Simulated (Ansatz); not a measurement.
Two isomers of C8H18: A = `CCC(C)(CC)CC`, B = `CCCCC(C)(C)C`.

Program: Ansatz. Geometries: PBE0-D4/def2-TZVP. ΔE: electronic, gas phase. CCSD(T)/CBS adds triple-zeta CCSD(T) − MP2 to the extrapolated MP2 energy (def2 sets, frozen cores). DFT in def2-TZVPP. One conformer a species, not always the lowest.

Which is lower in electronic energy at CCSD(T)/CBS, and by how much? (An estimate is asked.)

Computed: B, by 7.8 kJ/mol.

Give E(B) − E(A) in kJ/mol with PBE0-D4, HF/def2-TZVPP, r2SCAN-D4, LDA (SPW92), PBE-D4, CCSD/def2-TZVPP, MP2/def2-TZVPP. (Estimate.)

Ansatz gave: PBE0-D4 -8.4, HF/def2-TZVPP -23.1, r2SCAN-D4 -9.4, LDA (SPW92) -3.6, PBE-D4 -8.3, CCSD/def2-TZVPP -9.7, MP2/def2-TZVPP -6.0. None reverses the order clearly.

Largest T1 diagnostic: 0.009.

In def2-TZVPP, CCSD(T) changes the Hartree–Fock value by +15.6 kJ/mol (the triples alone add +2.1 kJ/mol) and MP2 by +17.1 kJ/mol. The D4 term adds +9.5 kJ/mol with B3LYP and +5.6 kJ/mol with PBE0; it sums over pairs of atoms, weighted by their polarisabilities, and B3LYP, whose exchange is more repulsive, gets the larger term.

B3LYP here is the variant with VWN-RPA as its local correlation; programs differ in this.
